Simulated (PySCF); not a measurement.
# The bond of O2+, level by level

One table from this session's results is given with a row withheld; the runs are named, their logs left out.

Computed with PySCF 2.14.0. Level: O def2-TZVPPD, no relativity.

Set-up of the first run:

A driver script around PySCF takes these settings:

```json
{
  "atoms": "O, O",
  "charge": "1",
  "basis": "O def2-TZVPPD",
  "Hamiltonian": "no relativity",
  "basis functions": "80",
  "electrons treated": "15",
  "masses in u": "15.9949, 15.9949",
  "levels": "PBE0, PBE, r²SCAN, revPBE, TPSS, BP86, MN15, LDA, LC-ωPBE, HF, MP2, SCS-MP2, CCSD, CCSD(T)",
  "grid": "80 radial by 434 angular points",
  "occupations": "held fixed by the projection of orbital angular momentum",
  "dissociation limit": "O+ + O, each in its ground configuration",
  "starting distance in angstrom": "1.300",
  "values of 2S to try": "1, 3, 5"
}
```

Launch:

```bash
OMP_NUM_THREADS=1 python dia.py task.json out
```

Steps of the session up to this table: Input; First curve: PBE0; Other states along the same grid; PBE (GGA); r²SCAN (meta-GGA); revPBE (GGA); TPSS (meta-GGA); BP86 (GGA); MN15 (hybrid meta-GGA); LDA; LC-ωPBE (range-separated hybrid); UHF; MP2 and coupled cluster.

One of the session's tables, all rows but one given; the rest of the session is left out.

It belongs to the step «The curves together». Energy (eV) from each level's lowest point:

```
R (Å)    UHF  UHF-MP2  UHF-SCS-MP2  UHF-CCSD  UHF-CCSD(T)
0.947  1.588    2.986        2.860       n/a          n/a
0.991  0.532    1.573        1.469     1.158        1.301
1.035  0.063    0.707        0.630     0.399        0.494
1.068  0.000    0.319        0.265     0.108        0.164
1.101  0.128    0.098        0.070     0.000        0.013
1.134  0.403    0.000        0.000     0.032        0.000
1.178  0.945    0.003        0.045     0.239        0.142
1.233      ?        ?            ?         ?            ?
1.299  3.028    0.376        0.556     1.366        1.066
1.387  4.776    0.669        0.970       n/a          n/a
```

Q: Estimate the row for R (Å) = 1.233 from the others.

Worked estimate for «UHF». A straight line through the neighbours (1.178, 0.945) and (1.299, 3.028) gives 0.945 + (3.028 − 0.945) × (1.233 − 1.178) / (1.299 − 1.178) = 1.892; a parabola fitted to 4 rows on both sides gives 1.840.

**Answer.** UHF: 1.813; UHF-MP2: 0.137; UHF-SCS-MP2: 0.238; UHF-CCSD: 0.679; UHF-CCSD(T): 0.494. In «UHF» the line misses by +0.079 and the parabola by +0.027.

Caveats from the session: At some levels the lowest empty orbital lies below the highest filled one (the two can be of opposite spin).
